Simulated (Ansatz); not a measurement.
Input file:

```yaml
crystal:
  periodic: [false, false, false]
  atoms:
    - {symbol: B, position_ang: [0.000000, 0.000000, 0.000000]}
    - {symbol: P, position_ang: [0.000000, 0.000000, 3.290000]}
basis:
  gaussian: {orbitals: 6-31G}
magnetization: {spin_polarized: true, initial_magnetization: 2}
correlation: {method: ccsdtq, electrons: outside_noble_gas}
```

```sh
$ ansatz run in.yaml --threads 1 --pin off --events-out ev --progress --plain --max-ram 2393MiB
```

Log:

```
438 factors; integrals over basis functions are off by at most 7.9e-8 eV
mean field evaluation 1: about -9934.0899 eV, gradient 9.7e0 eV
mean field evaluation 2: about -9934.1024 eV, gradient 9.6e0 eV
mean field evaluation 4: about -9936.3864 eV, gradient 2.6e0 eV
mean field evaluation 8: about -9936.1181 eV, gradient 1.3e0 eV
mean field evaluation 16: about -9937.8677 eV, gradient 6.6e-7 eV
mean field evaluation 32: about -9937.8677 eV, gradient 9.4e-7 eV
mean field evaluation 64: about -9937.6157 eV, gradient 2.1e0 eV
mean field evaluation 96: about -9937.7382 eV, gradient 1.6e0 eV
mean field evaluation 128: about -9936.5346 eV, gradient 3.7e-2 eV
mean field evaluation 160: about -9937.6091 eV, gradient 1.7e0 eV
...
cycle  34  -1.87757396 eV  change   -2.4e-6 eV  update   1.7e-5
cycle  35  -1.87757588 eV  change   -1.9e-6 eV  update   2.6e-5
cycle  36  -1.87757759 eV  change   -1.7e-6 eV  update   1.7e-5
cycle  37  -1.87757896 eV  change   -1.4e-6 eV  update   1.5e-5
cycle  38  -1.87757943 eV  change   -4.7e-7 eV  update   1.3e-5
cycle  39  -1.87757988 eV  change   -4.6e-7 eV  update   6.4e-6
cycle  40  -1.87758021 eV  change   -3.3e-7 eV  update   1.2e-6
cycle  41  -1.87758059 eV  change   -3.7e-7 eV  update   5.9e-7
cycle  42  -1.87758075 eV  change   -1.7e-7 eV  update   1.5e-6
cycle  43  -1.87758076 eV  change   -5.4e-9 eV  update   6.4e-7
Total energy: -9939.74524763 eV, -365.2789004490 hartree
```

For the same geometry and basis full CI lies 0.2 meV lower. The determinant has ⟨S²⟩ = 2.89, so this isn't a pure spin state. By full CI's occupations no single determinant describes the state well.

Ran on 1 thread of Intel Xeon, shared host: 33 s wall, 0.22 GiB peak host memory.
